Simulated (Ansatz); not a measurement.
# AlH3− (quartet): the correlation ladder, aug-cc-pVTZ

Aim: climb from Hartree-Fock through coupled cluster and multireference methods for AlH3− (quartet) at one geometry and basis, and see what each rung misses.

The runs use Ansatz 0.2.0, Gaussian basis; aug-cc-pVTZ, core rule «outside noble gas», up to 5 orbitals frozen.

Plan: UHF; CCSD(T) on ROHF; CCSD(T) on UHF; BCCD(T) on ROHF; CCSDT(Q) on ROHF; CCSDT(Q) on UHF; CASSCF and NEVPT2, 7 electrons in 7 orbitals.

4 further runs of the same task are left out: 2 for a known fault of the program, 2 set aside as unsound or not needed.

## Step 1: The geometry

The geometry is a PBE0/def2-TZVPD stationary point (not a proven minimum) of the parent state, kept for this charge and spin.

4 atoms, charge -1, spin multiplicity 4.

Atoms are counted from 1 here; the program's logs count them from 0.

Bond lengths: Al1–H2 1.640 Å, Al1–H3 1.640 Å, Al1–H4 1.640 Å. Angles: H2–Al1–H3 110.9°, H2–Al1–H4 110.9°, H3–Al1–H4 110.9°.

## Step 2: UHF

in.yaml reads:

```yaml
crystal:
  periodic: [false, false, false]
  atoms:
    - {symbol: Al, position_ang: [0.000089, -0.000115, -0.050932]}
    - {symbol: H, position_ang: [1.559162, 0.012743, 0.457166]}
    - {symbol: H, position_ang: [-0.790913, 1.346129, 0.450047]}
    - {symbol: H, position_ang: [-0.770631, -1.355790, 0.456190]}
basis:
  gaussian: {orbitals: aug-cc-pVTZ}
total_charge: -1
magnetization: {spin_polarized: true, initial_magnetization: 3}
hamiltonian: {xc: hf}
output: {orbitals: {seedname: orbitals}}
```

The run is started by

```console
ansatz run in.yaml --threads 1 --pin off --events-out ev --progress --plain --max-ram 4096MiB --backend cpu
```

Further steps of the session: CCSD(T) on ROHF; CCSD(T) on UHF; BCCD(T) on ROHF; CCSDT(Q) on ROHF; CCSDT(Q) on UHF; CASSCF and NEVPT2, 7 electrons in 7 orbitals.

Q: Predict the results of all the runs planned. Wanted: UCCSDT(Q) below the RHF energy; RMP2 from UCCSDT(Q); UMP2 from UCCSDT(Q); RCCSD from UCCSDT(Q); RCCSD(T) from UCCSDT(Q); UCCSD(T) from UCCSDT(Q); RCCSDT(Q) from UCCSDT(Q); NEVPT2 valence from UCCSDT(Q); T1 diagnostic.

**Answer**, as computed:

| quantity | value |
| --- | --- |
| UCCSDT(Q) below the RHF energy | -3.0850 eV |
| RMP2 from UCCSDT(Q) | +84.0 kJ/mol |
| UMP2 from UCCSDT(Q) | +81.7 kJ/mol |
| RCCSD from UCCSDT(Q) | +16.0 kJ/mol |
| RCCSD(T) from UCCSDT(Q) | +5.9 kJ/mol |
| UCCSD(T) from UCCSDT(Q) | +5.7 kJ/mol |
| RCCSDT(Q) from UCCSDT(Q) | +0.2 kJ/mol |
| NEVPT2 valence from UCCSDT(Q) | +80.2 kJ/mol |
| levels within 1 kcal/mol (43 meV) | RCCSDT, UCCSDT, RCCSDT(Q) |
| T1 diagnostic | 0.057 |
| effectively unpaired electrons | 3.01 |

RCCSD(T) lands +5.9 kJ/mol from the yardstick (2.0 % of the correlation energy). The occupations are near whole numbers, but T1 = 0.057 shows that the orbitals relax strongly. These misses are within one basis, not against nature; the frozen cores of restricted and unrestricted runs differ, which can shift their rows. The highest orbital lies above zero: the basis alone holds the extra electron.
